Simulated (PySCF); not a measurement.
Bond stretch in SMILES C#N. The C1–N3 bond (C1 also carries H; N3 carries nothing else) is stretched with both fragments frozen at the PBE0/def2-TZVP optimised geometry.

Levels: UHF/cc-pVDZ (PySCF); UCCSD(T) = PySCF with CCSD(T) on UHF/cc-pVDZ, 2 core orbitals frozen.

Energies relative to the lowest point of each curve near equilibrium, in kJ/mol:

| R / Å | UHF |
|---|---|
| 0.86 | 1023.5 |
| 0.91 | 605.7 |
| 1.02 | 121.0 |
| 1.12 | 0.0 |
| 1.15 | 0.2 |
| 1.19 | 18.8 |
| 1.32 | 123.6 |
| 1.73 | 440.3 |
| 1.91 | 506.7 |
| 2.05 | 531.4 |
| 3.07 | 554.0 |
| 3.46 | 554.5 |

Q: What does UCCSD(T) give at the same points?

A: 0.86: 1160.9; 0.91: 721.5; 1.02: 187.2; 1.12: 17.5; 1.15: 2.4; 1.19: 0.0; 1.32: 91.7; 1.73: 589.7; 1.91: 732.9; 2.05: 807.2; 3.07: 920.6; 3.46: 922.8 (kJ/mol).

The unrestricted solution behind UHF, UCCSD(T) changes between 1.41 and 1.56 Å, which can leave a kink. The unrestricted determinant behind UHF, UCCSD(T) is spin-contaminated at 1.21 to 4.01 Å (<S²> up to 3.0, against 0.00 for a pure singlet).
